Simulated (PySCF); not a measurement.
Stretching AlSi

Set-up: PySCF, no relativity, basis sets Al def2-TZVPP, Si def2-TZVPP. Energies in eV from Al + Si in their ground configurations at the same level. State: ⁴Σ⁻ (quartet), unpaired electrons σ ↑, π ↑↑.

All columns are PBE0. A positive dipole means Al(−)Si(+).

| R (Å) | E (eV) | μ (D) | Mulliken charge on Al (basis-dependent) | HOMO (eV) | LUMO (eV) | Mayer bond order | ⟨S²⟩ |
| --- | --- | --- | --- | --- | --- | --- | --- |
| 2.081 | -1.995 | -0.92 | 0.12 | -5.61 | -3.05 | 1.83 | 3.75 |
| 2.178 | -2.359 | -1.00 | 0.13 | -5.67 | -2.93 | 1.75 | 3.75 |
| 2.275 | -2.556 | -1.12 | 0.15 | -5.71 | -2.82 | 1.67 | 3.75 |
| 2.347 | -2.626 | -1.22 | 0.17 | -5.74 | -2.76 | 1.61 | 3.75 |
| 2.420 | -2.644 | -1.34 | 0.19 | -5.76 | -2.77 | 1.55 | 3.75 |
| 2.493 | -2.625 | -1.48 | 0.20 | -5.75 | -2.77 | 1.50 | 3.75 |
| 2.589 | -2.556 | -1.69 | 0.22 | -5.62 | -2.76 | 1.42 | 3.75 |
| 2.710 | -2.424 | -1.99 | 0.23 | -5.47 | -2.73 | 1.35 | 3.75 |
| 2.856 | -2.226 | -2.38 | 0.25 | -5.30 | -2.70 | 1.27 | 3.75 |
| 3.049 | -1.936 | -2.92 | 0.26 | -5.11 | -2.64 | 1.18 | 3.75 |

A fit through these points gives, at Re = 2.416 Å, μ = -1.33 D and dμ/dR = -1.78 D/Å; the reduced mass is 13.74 u.

**Question.** How strong is the fundamental in the double-harmonic approximation, I = 42.26·(dμ/dR)²/μred km/mol?

**Answer.** I = 42.26·(-1.78)²/13.74 = 9.75 km/mol at PBE0.

The state was picked by a PBE0 search and need not be the measured ground state.
